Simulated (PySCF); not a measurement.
A structure optimised at PBE-D3(BJ)/def2-TZVPD, used in a PySCF frequency run:

```xyz
3

N      0.0000     0.0000    -0.1446
H      0.0000    -0.8087     0.5061
H      0.0000     0.8087     0.5061
```
Charge 0, spin multiplicity 2.

Question: Write its SMILES, formula and point group.

Answer: [NH2], H₂N, C2v

Question: What are its rotational constants (standard atomic weights)?

Answer: 677.25, 383.27, 244.76 GHz
